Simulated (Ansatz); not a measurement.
A calculation with Ansatz (development build ahead of 0.2.0).

```yaml
crystal:
  periodic: [false, false, false]
  atoms:
    - { symbol: Na, position_ang: [0.0, 0.0, 0.0] }
    - { symbol: O, position_ang: [0.0, 0.0, 2.2572] }
basis:
  gaussian: { orbitals: def2-SVP }
magnetization:
  initial_magnetization: 1
hamiltonian:
  xc: hf
correlation:
  method: ccsd_t
  frozen_orbitals: { Na: 1, O: 1 }
scf:
  omitted_lower_state_checks: [stability, starts, atomic_configurations, cluster_reference, orbital_swaps, given_window_search, neighbouring_geometries, increment]
```

The input is written out in the form of the current development build from the run's settings. Correlation on restricted open-shell orbitals is semicanonical, with singles.

Results

* Converged: yes
* Reference energy: -236.52842 hartree
* Correlation energy: -0.17217 hartree
* Total energy: -236.70058 hartree
